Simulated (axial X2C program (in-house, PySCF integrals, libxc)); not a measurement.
# Nuclear properties of PC

Calculated with an axial X2C code built on PySCF integrals: two-component X2C with atomic mean-field Coulomb and Gaunt terms, Gaussian nuclei, basis P dyall-v3z, C dyall-v3z with contracted cores.

R = 1.557 Å (near the PBE0 minimum at charge 0 of the determinant lowest at the starting distance; the state shown can have its own minimum elsewhere).

Determinant lowest in the PBE0 search, Ω = 1/2 (⟨Sz⟩ = 0.50, ⟨Lz⟩ = 0.00 at PBE0), spin on the atoms P -0.06, C 0.56:

```tsv
level	Eeff magnitude (GV/cm)	Ws magnitude P (kHz)	Ws magnitude C (kHz)	A∥/gI P (MHz)	qzz P (a.u.)	A∥/gI C (MHz)	qzz C (a.u.)	μ (D)
PBE0	0.0344	0.012	0.016	62.1	-0.52	430	-0.02	-0.94
HF	0.0163	0.0039	0.0188	90.4	-0.99	645	-0.07	-0.16
PBE50	0.0417	0.0168	0.017	83.2	-0.67	468	-0.05	-0.80
B3LYP	0.0282	0.00706	0.016	54	-0.46	432	-0.03	-1.05
TPSSh	0.0268	0.00632	0.0158	58.9	-0.41	430	-0.02	-0.93
```

Determinant 1.00 eV from it at PBE0 and this distance, Ω = 3/2 (⟨Sz⟩ = 0.50, ⟨Lz⟩ = 1.00 at PBE0), spin on the atoms P 0.30, C 0.20:

```json
{"level": "PBE0", "Eeff magnitude (GV/cm)": "0.00551", "Ws magnitude P (kHz)": "0.00148", "A∥/gI P (MHz)": "117", "qzz P (a.u.)": "-2.31", "A∥/gI C (MHz)": "30.6", "qzz C (a.u.)": "-1.16", "μ (D)": "-2.47"}
{"level": "HF", "Eeff magnitude (GV/cm)": "0.0167", "Ws magnitude P (kHz)": "0.0042", "A∥/gI P (MHz)": "104", "qzz P (a.u.)": "-2.32", "A∥/gI C (MHz)": "28.7", "qzz C (a.u.)": "-1.31", "μ (D)": "-2.41"}
{"level": "PBE50", "Eeff magnitude (GV/cm)": "0.00671", "Ws magnitude P (kHz)": "0.00175", "A∥/gI P (MHz)": "117", "qzz P (a.u.)": "-2.33", "A∥/gI C (MHz)": "27.9", "qzz C (a.u.)": "-1.19", "μ (D)": "-2.48"}
{"level": "B3LYP", "Eeff magnitude (GV/cm)": "0.00369", "Ws magnitude P (kHz)": "0.00102", "A∥/gI P (MHz)": "123", "qzz P (a.u.)": "-2.32", "A∥/gI C (MHz)": "33.7", "qzz C (a.u.)": "-1.20", "μ (D)": "-2.51"}
{"level": "TPSSh", "Eeff magnitude (GV/cm)": "0.00681", "Ws magnitude P (kHz)": "0.00182", "A∥/gI P (MHz)": "130", "qzz P (a.u.)": "-2.25", "A∥/gI C (MHz)": "31.9", "qzz C (a.u.)": "-1.16", "μ (D)": "-2.40"}
```

Eeff is the effective electric field on the electron electric dipole moment in this Ω state and Ws the scalar–pseudoscalar constant of the nucleus named (defined with the proton number Z and per Ω); A∥ (defined per Ω) follows by multiplying with gI = μI/(I μN); qzz is the electric field gradient, eQq0 = 234.96 MHz × Q/barn × qzz; μ is positive if the C end (last atom) is positive. The operators were transformed with the bare-nucleus X2C matrices; with these basis sets, hyperfine constants and field gradients can be off by tens of per cent, and where levels differ in sign neither size nor sign is settled.

Task: With gI(31P) = 2.2632, gI(13C) = 1.4048 (g factors from the IAEA table of nuclear moments by Stone), turn the PBE0 values of the first state into constants in MHz.

Result: A∥(31P) = 62.1 × 2.2632 = 141 MHz; A∥(13C) = 430 × 1.4048 = 604 MHz.

Each state is one determinant with collinear spin. Unrestricted Hartree–Fock can overshoot spin polarisation at the nuclei. Where Eeff spreads by more than a factor of two the levels disagree and none is to be relied on. The search compared states at one distance, so a state with another bond length can lie lower. The sign of Ws at P differs between levels in the first state. Where a field gradient or hyperfine factor spreads by more than a factor of two over the levels, a constant derived from it is not to be relied on. PBE0 term energies can be off by some tenths of an eV.
